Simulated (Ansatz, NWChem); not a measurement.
**From NWChem to Ansatz**

NWChem 7.3.0 runs this on AlH3S (SMILES [AlH2][SH]):

run.py:
```python
from ase import Atoms
from ase.calculators.nwchem import NWChem

atoms = Atoms('AlSHHH', positions=[
    [1.022579, 0.638862, -0.821044],
    [2.767779, 0.359962, 0.457256],
    [-1.981700, -0.650100, 0.351100],
    [1.197579, 1.399062, -2.195744],
    [3.598379, 0.990862, -0.390344],
])

calc = NWChem(
    label='alh3s',
    theory='scf',
    memory='2200 mb',
    basis='def2-TZVP',
    basispar='spherical bse',
    scf={'nopen': '0', 'rhf': None, 'thresh': '1e-08', 'maxiter': '80'},
    task='energy',
)
atoms.calc = calc

print("Total energy (eV):", round(atoms.get_potential_energy(), 6))
print("dipole (e A):", atoms.get_dipole_moment().round(4))
```

```bash
$ export ASE_NWCHEM_COMMAND="nwchem PREFIX.nwi > PREFIX.nwo"
$ python run.py
```

The Al1–H3 distance was set to 3.473 Å, away from the relaxed value.

A bond is far stretched, where a restricted reference may be unsound.

It gives a total energy of -641.071425 Eh.

Translate the job to Ansatz 0.2.0 as an input file of the program's own.

This input was run:

run.yaml:
```yaml
crystal:
  periodic: [false, false, false]
  atoms:
    - symbol: Al
      position_ang: [1.022579, 0.638862, -0.821044]
    - symbol: S
      position_ang: [2.767779, 0.359962, 0.457256]
    - symbol: H
      position_ang: [-1.981700, -0.650100, 0.351100]
    - symbol: H
      position_ang: [1.197579, 1.399062, -2.195744]
    - symbol: H
      position_ang: [3.598379, 0.990862, -0.390344]
basis:
  gaussian: {orbitals: def2-TZVP}
hamiltonian: {xc: hf}
accuracy: high
output: {orbitals: {seedname: orbitals}}
```

```bash
$ ansatz run run.yaml --threads 1 --pin off --max-ram 3480MiB --events-out events.jsonl --progress --plain --runs-dir runs
```

Its energy is -641.071425 Eh, 0.000 mEh from the first.
